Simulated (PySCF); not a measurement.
# CCSD(T)/ANO-RCC-MB (sfX2C) run of AlH5S (Al(H2S)H3)

Aim: the vertical ionisation energy of AlH5S (Al(H2S)H3) at CCSD(T)/ANO-RCC-MB (sfX2C), from 2 runs. The job is set up through a Python script.

The calculation is run with PySCF 2.14.0.

## Step 1: Starting point

The species is AlH5S (7 atoms), meant as a singlet with charge 0. As SMILES, `[H][Al]([H])([H])<-[SH2]`. Geometry: a GFN2-xTB relaxation, a rough one for these elements and not checked as a minimum.

Bond lengths: Al1–S2 2.471 Å, S2–H3 1.332 Å, S2–H4 1.332 Å, Al1–H5 1.563 Å, Al1–H6 1.577 Å, Al1–H7 1.563 Å. Angles: Al1–S2–H3 90.6°, Al1–S2–H4 90.1°, S2–Al1–H5 96.0°, S2–Al1–H6 92.1°, S2–Al1–H7 95.6°, H3–S2–H4 92.6°, H5–Al1–H6 118.7°, H5–Al1–H7 120.8°, H6–Al1–H7 118.6°.

## Step 2: A single-point energy at CCSD(T)/ANO-RCC-MB (sfX2C)

Contents of run.py:

```python
from pyscf import gto, cc

mol = gto.M(
    atom='''
Al   0.129800  -0.221970  -1.011590
S    0.151830  -0.251940   1.458910
H    0.512600   1.030130   1.485280
H   -1.145480   0.049310   1.476400
H    1.682150  -0.187190  -1.188640
H   -0.666140   1.139260  -1.046260
H   -0.664760  -1.557600  -1.174090
''',
    max_memory=1860,
    verbose=4,
    charge=0,
    spin=0,
    basis='ano-rcc-mb',
)

hf = mol.RHF()
hf = hf.sfx2c1e()
hf.conv_tol = 1e-10
hf.kernel()
if not hf.converged:
    hf = hf.newton().run(hf.mo_coeff, hf.mo_occ)

mycc = cc.CCSD(hf, frozen=10)
mycc.kernel()
e_t = mycc.ccsd_t()
energy = mycc.e_tot + e_t
print('Final energy', energy)
```

The run is started by

```bash
OMP_NUM_THREADS=1 python run.py
```

Log:

```text
PySCF version 2.14.0

[INPUT] num. atoms = 7
[INPUT] num. electrons = 34
[INPUT] charge = 0
[INPUT] spin (= nelec alpha-beta = 2S) = 0
[INPUT] symmetry False subgroup None
[INPUT] Mole.unit = angstrom
[INPUT] Symbol           X                Y                Z      unit          X                Y                Z       unit  Magmom
[INPUT]  1 Al     0.129800000000  -0.221970000000  -1.011590000000 AA    0.245286450969  -0.419462507870  -1.911628050349 Bohr   0.0
[INPUT]  2 S      0.151830000000  -0.251940000000   1.458910000000 AA    0.286917117493  -0.476097599823   2.756940340389 Bohr   0.0
[INPUT]  3 H      0.512600000000   1.030130000000   1.485280000000 AA    0.968673611452   1.946663572698   2.806772418294 Bohr   0.0
[INPUT]  4 H     -1.145480000000   0.049310000000   1.476400000000 AA   -2.164643481167   0.093182395202   2.789991650308 Bohr   0.0
[INPUT]  5 H      1.682150000000  -0.187190000000  -1.188640000000 AA    3.178802800437  -0.353737833257  -2.246204060703 Bohr   0.0
[INPUT]  6 H     -0.666140000000   1.139260000000  -1.046260000000 AA   -1.258822160618   2.152889384672  -1.977144855087 Bohr   0.0
[INPUT]  7 H     -0.664760000000  -1.557600000000  -1.174090000000 AA   -1.256214338566  -2.943437411623  -2.218708545591 Bohr   0.0

nuclear repulsion = 85.5494908085989
number of shells = 9
number of NR pGTOs = 146
number of NR cGTOs = 23
basis = ano-rcc-mb
ecp = {}

******** <class 'pyscf.x2c.sfx2c1e.sfX2C1eRHF'> ********
method = sfX2C1eRHF
initial guess = minao
damping factor = 0
level_shift factor = 0
DIIS = <class 'pyscf.scf.diis.CDIIS'>
diis_start_cycle = 1
diis_space = 8
diis_damp = 0
SCF conv_tol = 1e-10
SCF conv_tol_grad = None
SCF max_cycles = 50
direct_scf = True
direct_scf_tol = 1e-13

******** <class 'pyscf.x2c.sfx2c1e.SpinFreeX2CHelper'> ********
approx = 1e
xuncontract = 1
Set gradient conv threshold to 1e-05
Initial guess from minao.
init E= -643.613847618425
  HOMO = -0.317395893016633  LUMO = 0.105852824437332  gap/eV = 11.51718
cycle= 1 E= -643.691032229673  delta_E= -0.0772  |g|= 0.174  |ddm|=  2.8
  HOMO = -0.416105789125299  LUMO = 0.122016514004641  gap/eV = 14.64305
cycle= 2 E= -643.711156974646  delta_E= -0.0201  |g|= 0.0379  |ddm|= 0.428
  HOMO = -0.428982831127267  LUMO = 0.113257967119757  gap/eV = 14.75512
cycle= 3 E= -643.712309111801  delta_E= -0.00115  |g|= 0.00459  |ddm|= 0.125
  HOMO = -0.431087102969609  LUMO = 0.1128907840027  gap/eV = 14.80239
cycle= 4 E= -643.712327628835  delta_E= -1.85e-05  |g|= 0.000935  |ddm|= 0.0159
  HOMO = -0.431158772759792  LUMO = 0.112771708328162  gap/eV = 14.80110
cycle= 5 E= -643.712328479737  delta_E= -8.51e-07  |g|= 0.000133  |ddm|= 0.00401
  HOMO = -0.431156821302113  LUMO = 0.112777353008648  gap/eV = 14.80120
cycle= 6 E= -643.712328497295  delta_E= -1.76e-08  |g|= 2.04e-05  |ddm|= 0.000602
  HOMO = -0.43115531505971  LUMO = 0.112778371012816  gap/eV = 14.80119
cycle= 7 E= -643.712328497683  delta_E= -3.88e-10  |g|= 2.13e-06  |ddm|= 8.97e-05
  HOMO = -0.431155020643945  LUMO = 0.112778714838679  gap/eV = 14.80119
cycle= 8 E= -643.712328497687  delta_E= -3.18e-12  |g|= 1.44e-07  |ddm|= 8.85e-06
  HOMO = -0.43115502742529  LUMO = 0.112778689373902  gap/eV = 14.80119
Extra cycle  E= -643.712328497687  delta_E= -3.41e-13  |g|= 4.18e-08  |ddm|= 3.61e-07
converged SCF energy = -643.712328497687

******** <class 'pyscf.cc.ccsd.CCSD'> ********
CC2 = 0
CCSD nocc = 7, nmo = 13
frozen orbitals 10
max_cycle = 50
direct = 0
conv_tol = 1e-07
conv_tol_normt = 1e-05
diis_space = 6
diis_start_cycle = 0
diis_start_energy_diff = 1e+09
Init t2, MP2 energy = -643.770512262278  E_corr(MP2) -0.0581837645907525
Init E_corr(CCSD) = -0.0581837645907536
cycle = 1  E_corr(CCSD) = -0.0759382165357389  dE = -0.0177544519  norm(t1,t2) = 0.0501486
cycle = 2  E_corr(CCSD) = -0.0821554426456874  dE = -0.00621722611  norm(t1,t2) = 0.018936
cycle = 3  E_corr(CCSD) = -0.0858108514001704  dE = -0.00365540875  norm(t1,t2) = 0.007359
cycle = 4  E_corr(CCSD) = -0.0858051376293486  dE = 5.71377082e-06  norm(t1,t2) = 0.000718435
cycle = 5  E_corr(CCSD) = -0.0858059991651609  dE = -8.61535812e-07  norm(t1,t2) = 0.000149602
cycle = 6  E_corr(CCSD) = -0.0858087852495281  dE = -2.78608437e-06  norm(t1,t2) = 4.04484e-05
cycle = 7  E_corr(CCSD) = -0.085808514074384  dE = 2.71175144e-07  norm(t1,t2) = 9.64042e-06
cycle = 8  E_corr(CCSD) = -0.0858086165289802  dE = -1.02454596e-07  norm(t1,t2) = 2.58252e-06
cycle = 9  E_corr(CCSD) = -0.0858086212855117  dE = -4.75653153e-09  norm(t1,t2) = 7.75745e-07
CCSD converged
E(CCSD) = -643.7981371189725  E_corr = -0.0858086212855117
CCSD(T) correction = -0.000523486802600187
Final energy -643.7986606057751
```

It took 1.9 s on 1 thread of Arm Neoverse V1, shared host; peak memory 0.13 GiB.

## Step 3: The doublet cation

Contents of input.py:

```python
from pyscf import gto, scf, cc

molecule = gto.Mole()
molecule.atom = '''
Al   0.129800  -0.221970  -1.011590
S    0.151830  -0.251940   1.458910
H    0.512600   1.030130   1.485280
H   -1.145480   0.049310   1.476400
H    1.682150  -0.187190  -1.188640
H   -0.666140   1.139260  -1.046260
H   -0.664760  -1.557600  -1.174090
'''
molecule.max_memory = 1860
molecule.basis = 'ano-rcc-mb'
molecule.charge = 1
molecule.spin = 1
molecule.verbose = 4
molecule.build()

mf = scf.UHF(molecule)
mf = mf.x2c()
mf.conv_tol = 1e-10
mf.kernel()
if not mf.converged:
    mf = mf.newton().run(mf.mo_coeff, mf.mo_occ)

mycc = cc.CCSD(mf, frozen=10)
mycc.kernel()
e_t = mycc.ccsd_t()
e_tot = mycc.e_tot + e_t
print('Final energy', e_tot)
```

The run is started by

```bash
OMP_NUM_THREADS=1 python input.py
```

Log:

```text
PySCF version 2.14.0

[INPUT] num. atoms = 7
[INPUT] num. electrons = 33
[INPUT] charge = 1
[INPUT] spin (= nelec alpha-beta = 2S) = 1
[INPUT] symmetry False subgroup None
[INPUT] Mole.unit = angstrom
[INPUT] Symbol           X                Y                Z      unit          X                Y                Z       unit  Magmom
[INPUT]  1 Al     0.129800000000  -0.221970000000  -1.011590000000 AA    0.245286450969  -0.419462507870  -1.911628050349 Bohr   0.0
[INPUT]  2 S      0.151830000000  -0.251940000000   1.458910000000 AA    0.286917117493  -0.476097599823   2.756940340389 Bohr   0.0
[INPUT]  3 H      0.512600000000   1.030130000000   1.485280000000 AA    0.968673611452   1.946663572698   2.806772418294 Bohr   0.0
[INPUT]  4 H     -1.145480000000   0.049310000000   1.476400000000 AA   -2.164643481167   0.093182395202   2.789991650308 Bohr   0.0
[INPUT]  5 H      1.682150000000  -0.187190000000  -1.188640000000 AA    3.178802800437  -0.353737833257  -2.246204060703 Bohr   0.0
[INPUT]  6 H     -0.666140000000   1.139260000000  -1.046260000000 AA   -1.258822160618   2.152889384672  -1.977144855087 Bohr   0.0
[INPUT]  7 H     -0.664760000000  -1.557600000000  -1.174090000000 AA   -1.256214338566  -2.943437411623  -2.218708545591 Bohr   0.0

nuclear repulsion = 85.5494908085989
number of shells = 9
number of NR pGTOs = 146
number of NR cGTOs = 23
basis = ano-rcc-mb
ecp = {}

******** <class 'pyscf.x2c.sfx2c1e.sfX2C1eUHF'> ********
method = sfX2C1eUHF
initial guess = minao
damping factor = 0
level_shift factor = 0
DIIS = <class 'pyscf.scf.diis.CDIIS'>
diis_start_cycle = 1
diis_space = 8
diis_damp = 0
SCF conv_tol = 1e-10
SCF conv_tol_grad = None
SCF max_cycles = 50
direct_scf = True
direct_scf_tol = 1e-13
number electrons alpha = 17  beta = 16

[... 85 lines left out ...]
converged SCF energy = -643.308595948854  <S^2> = 0.77458847  2S+1 = 2.0244392

******** <class 'pyscf.cc.uccsd.UCCSD'> ********
CC2 = 0
CCSD nocc = (np.int64(7), np.int64(6)), nmo = (13, 13)
frozen orbitals 10
max_cycle = 50
direct = 0
conv_tol = 1e-07
conv_tol_normt = 1e-06
diis_space = 6
diis_start_cycle = 0
diis_start_energy_diff = 1e+09
Init t2, MP2 energy = -0.0563060074684212
Init E_corr(UCCSD) = -0.0563060074688822
cycle = 1  E_corr(UCCSD) = -0.0736941988861899  dE = -0.0173881914  norm(t1,t2) = 0.0715878
cycle = 2  E_corr(UCCSD) = -0.0804042616350172  dE = -0.00671006275  norm(t1,t2) = 0.0348581
cycle = 3  E_corr(UCCSD) = -0.0859466890998129  dE = -0.00554242746  norm(t1,t2) = 0.0211429
cycle = 4  E_corr(UCCSD) = -0.0861021548323444  dE = -0.000155465733  norm(t1,t2) = 0.0104131
cycle = 5  E_corr(UCCSD) = -0.0863093996361623  dE = -0.000207244804  norm(t1,t2) = 0.00593296
cycle = 6  E_corr(UCCSD) = -0.0864927648586476  dE = -0.000183365222  norm(t1,t2) = 0.00408764
cycle = 7  E_corr(UCCSD) = -0.0864760743566135  dE = 1.6690502e-05  norm(t1,t2) = 0.00221641
cycle = 8  E_corr(UCCSD) = -0.0865338588357503  dE = -5.77844791e-05  norm(t1,t2) = 0.00107882
cycle = 9  E_corr(UCCSD) = -0.0865410563470372  dE = -7.19751129e-06  norm(t1,t2) = 0.00041088
cycle = 10  E_corr(UCCSD) = -0.0865396024256352  dE = 1.4539214e-06  norm(t1,t2) = 0.000147458
cycle = 11  E_corr(UCCSD) = -0.0865346520296333  dE = 4.950396e-06  norm(t1,t2) = 7.57037e-05
cycle = 12  E_corr(UCCSD) = -0.0865338709164487  dE = 7.81113185e-07  norm(t1,t2) = 4.96089e-05
cycle = 13  E_corr(UCCSD) = -0.0865343451509987  dE = -4.7423455e-07  norm(t1,t2) = 4.51036e-05
cycle = 14  E_corr(UCCSD) = -0.0865347980955373  dE = -4.52944539e-07  norm(t1,t2) = 4.29236e-05
cycle = 15  E_corr(UCCSD) = -0.0865350205726561  dE = -2.22477119e-07  norm(t1,t2) = 4.16464e-05
cycle = 16  E_corr(UCCSD) = -0.0865340155670706  dE = 1.00500559e-06  norm(t1,t2) = 3.74737e-05
cycle = 17  E_corr(UCCSD) = -0.0865334825775654  dE = 5.32989505e-07  norm(t1,t2) = 2.43328e-05
cycle = 18  E_corr(UCCSD) = -0.0865336868038472  dE = -2.04226282e-07  norm(t1,t2) = 1.29071e-05
cycle = 19  E_corr(UCCSD) = -0.0865342712585001  dE = -5.84454653e-07  norm(t1,t2) = 6.66205e-06
cycle = 20  E_corr(UCCSD) = -0.0865344702630524  dE = -1.99004552e-07  norm(t1,t2) = 3.36222e-06
cycle = 21  E_corr(UCCSD) = -0.0865345034567781  dE = -3.31937258e-08  norm(t1,t2) = 1.69433e-06
cycle = 22  E_corr(UCCSD) = -0.0865345021036639  dE = 1.35311429e-09  norm(t1,t2) = 9.29826e-07
UCCSD converged
E(UCCSD) = -643.3951304509578  E_corr = -0.08653450210366385
UCCSD(T) correction = -0.00104978104794352
Final energy -643.3961802320058
```

Wall time 2 s (1 thread of Arm Neoverse V1, shared host); peak memory 0.12 GiB.

## Step 4: Results

At CCSD(T)/ANO-RCC-MB (sfX2C), 10 core orbitals frozen:

| quantity | value |
| --- | --- |
| singlet AlH5S: total energy | -643.79866 Eh |
| singlet AlH5S: dipole moment (Hartree–Fock density) | 2.92 D |
| singlet AlH5S: HOMO energy (Hartree–Fock orbitals) | -11.73 eV |
| singlet AlH5S: LUMO energy (Hartree–Fock orbitals) | 3.07 eV |
| singlet AlH5S: HOMO–LUMO gap (Hartree–Fock orbitals) | 14.80 eV |
| singlet AlH5S: correlation energy (10 core orbitals frozen) | -86.3 mEh |
| singlet AlH5S: (T) correction | -0.52 mEh |
| singlet AlH5S: T1 diagnostic | 0.006 |
| doublet cation: total energy | -643.39618 Eh |
| doublet cation: HOMO energy (Hartree–Fock orbitals) (highest over α and β) | -17.76 eV |
| doublet cation: LUMO energy (Hartree–Fock orbitals) (lowest over α and β) | -10.34 eV |
| doublet cation: correlation energy (10 core orbitals frozen) | -87.6 mEh |
| doublet cation: (T) correction | -1.05 mEh |
| doublet cation: ⟨S²⟩ of the reference determinant | 0.775 |
| doublet cation: T1 diagnostic | 0.024 |
| vertical ionisation energy (to the doublet cation) | 10.952 eV |

The vertical ionisation energy comes to 10.95 eV (1057 kJ/mol). In a minimal basis such a difference can be off by several eV, whatever the method. The triples (singlet AlH5S) make up 0.6 % of the correlation energy. The triples (doublet cation) make up 1.2 % of the correlation energy.
